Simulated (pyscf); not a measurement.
Single points on ωB97X-D3(BJ)/def2-SVP structures (PySCF, gas phase). Correlated levels are frozen-core, on RHF or UHF. ΔMP2 is the change of the MP2 total energy from the triple- to the quadruple-zeta basis.

Question: HF (SMILES F) + H₂N–BH–F (SMILES NBF) -> F–BH–F (SMILES FBF) + NH₃ (SMILES N)
Surface: singlet. Broken: F–H, B–N. Formed: B–F, H–N. Give ΔE‡ and ΔE from CCSD(T)/def2-TZVPP + ΔMP2(QZVPP), relative to the separated reactants.

Answer: ΔE‡ = 12.1 kcal/mol, ΔE = -6.5 kcal/mol. Zero-point energy shifts the barrier by +0.9 kcal/mol. It is a four-centre exchange, with an imaginary mode of 780i cm⁻¹. On the reactant side the descent ends in a complex, 4.7 kcal/mol under the separated species and 14.2 kcal/mol under the saddle at ωB97X-D3(BJ)/def2-TZVP. On the product side the descent ends in an adduct with a B–N contact, 18.3 kcal/mol under the separated species and 34.8 kcal/mol under the saddle at ωB97X-D3(BJ)/def2-TZVP. What is counted as broken (B–N) persists as a longer contact in the product adduct; parting that adduct is a step of its own. At ωB97X-D3(BJ) the barrier from the zero used here is 9.4 kcal/mol. One saddle was located; it need not be the lowest between these sides. The CCSD(T) − MP2 part came from Ansatz, without density fitting, on the same reference.
